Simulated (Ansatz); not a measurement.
**[BH4]− (SMILES [H][B-]([H])([H])[H]): revPBE/3-21G**

What is the vertical ionisation energy of [BH4]− at revPBE/3-21G? 

The results are computed with Ansatz 0.2.0.

### Step 1. Starting point

[BH4]−: 5 atoms, total charge -1, spin state singlet. SMILES: `[H][B-]([H])([H])[H]`. Geometry: relaxed at GFN2-xTB.

Bond lengths: B1–H2 1.229 Å, B1–H3 1.229 Å, B1–H4 1.229 Å, B1–H5 1.229 Å. Angles: H2–B1–H3 109.5°, H2–B1–H4 109.5°, H2–B1–H5 109.5°, H3–B1–H4 109.5°, H3–B1–H5 109.5°, H4–B1–H5 109.5°.

### Step 2. The energy at revPBE/3-21G

Contents of in.yaml:

```yaml
crystal:
  periodic: [false, false, false]
  atoms:
    - {symbol: B, position_ang: [0.000000, -0.000190, -0.000050]}
    - {symbol: H, position_ang: [0.011880, -0.020580, 1.229120]}
    - {symbol: H, position_ang: [1.154650, 0.011840, -0.420810]}
    - {symbol: H, position_ang: [-0.587600, 1.007810, -0.387560]}
    - {symbol: H, position_ang: [-0.578930, -0.998880, -0.420690]}
basis:
  gaussian: {orbitals: 3-21G.json}
total_charge: -1
accuracy: high
hamiltonian: {xc: {name: revPBE}}
```

The basis set 3-21G is read from a file made from the Basis Set Exchange's data (not shown).

Command:

```bash
$ ansatz run in.yaml --threads 1 --pin off --max-ram 2610MiB --events-out events.jsonl --progress --plain --runs-dir runs
```

The program printed:

```text
Warning: RAYON_NUM_THREADS=1 ignored (pool sized by the plan → 1); use --threads N
Functional definition: revPBE
  name "revPBE"
  parameter kappa = 1.245
  parameter beta = 0.06672455060314922
  exchange = pbe_x(kappa = kappa, mu = beta*pi^2/3)
  correlation = pbe_c(beta = beta)
342 factors; integrals over basis functions are off by at most 5.4e-9 eV
mean field evaluation 1: about -736.5335 eV, gradient 8.6e0 eV
mean field evaluation 2: about -736.6069 eV, gradient 7.6e0 eV
mean field evaluation 4: about -736.7965 eV, gradient 4.2e-3 eV
mean field evaluation 8: about -736.7624 eV, gradient 3.9e-4 eV
mean field -736.76240487 eV, -27.0755189835 hartree, gradient 4.1e-9 eV, S^2 0.000000; 0 other end points of the search recorded, 0 dependent functions left out
reference -736.76240721 eV, -27.0755190694 hartree; 5, 5 occupied and 12, 12 virtual orbitals, 342 factors
Total energy: -736.76240721 eV, -27.0755190694 hartree
```

It took 0.51 s on 1 thread of Arm Neoverse V2, shared host.

### Step 3. Doublet neutral BH4

Contents of molecule.yaml:

```yaml
basis:
  gaussian: {orbitals: 3-21G.json}
crystal:
  periodic: [false, false, false]
  atoms:
    - symbol: B
      position_ang: [0.000000, -0.000190, -0.000050]
    - symbol: H
      position_ang: [0.011880, -0.020580, 1.229120]
    - symbol: H
      position_ang: [1.154650, 0.011840, -0.420810]
    - symbol: H
      position_ang: [-0.587600, 1.007810, -0.387560]
    - symbol: H
      position_ang: [-0.578930, -0.998880, -0.420690]
magnetization: {spin_polarized: true, initial_magnetization: 1}
hamiltonian: {xc: {name: revPBE}}
accuracy: high
```

The basis set 3-21G is read from a file made from the Basis Set Exchange's data (not shown).

Command:

```bash
$ ansatz run molecule.yaml --threads 1 --pin off --max-ram 2610MiB --events-out events.jsonl --progress --plain --runs-dir runs
```

The program printed:

```text
Warning: RAYON_NUM_THREADS=1 ignored (pool sized by the plan → 1); use --threads N
Functional definition: revPBE
  name "revPBE"
  parameter kappa = 1.245
  parameter beta = 0.06672455060314922
  exchange = pbe_x(kappa = kappa, mu = beta*pi^2/3)
  correlation = pbe_c(beta = beta)
342 factors; integrals over basis functions are off by at most 5.4e-9 eV
mean field evaluation 1: about -731.5866 eV, gradient 1.3e1 eV
mean field evaluation 2: about -730.6335 eV, gradient 1.7e1 eV
mean field evaluation 4: about -732.3527 eV, gradient 7.5e0 eV
mean field evaluation 8: about -732.9965 eV, gradient 2.2e0 eV
mean field evaluation 16: about -733.0173 eV, gradient 3.0e-3 eV
mean field evaluation 32: about -732.8282 eV, gradient 2.4e-1 eV
mean field evaluation 64: about -732.9464 eV, gradient 2.6e0 eV
mean field -733.01745029 eV, -26.9378944410 hartree, gradient 8.6e-8 eV, S^2 0.751478; 8 other end points of the search recorded, 0 dependent functions left out
reference -733.01745252 eV, -26.9378945231 hartree; 5, 4 occupied and 12, 13 virtual orbitals, 342 factors
Total energy: -733.01745252 eV, -26.9378945231 hartree
```

Wall time 2.7 s (1 thread of Arm Neoverse V2, shared host); peak memory 0.11 GiB.

### Step 4. Outcome

At revPBE/3-21G:

```
                                           quantity         value
                       singlet [BH4]−: total energy  -27.07552 Eh
                  doublet neutral BH4: total energy  -26.93789 Eh
                          doublet neutral BH4: ⟨S²⟩         0.751
vertical detachment energy (to the doublet neutral)      3.745 eV
```

Removing an electron at fixed nuclei costs 3.74 eV (361 kJ/mol).
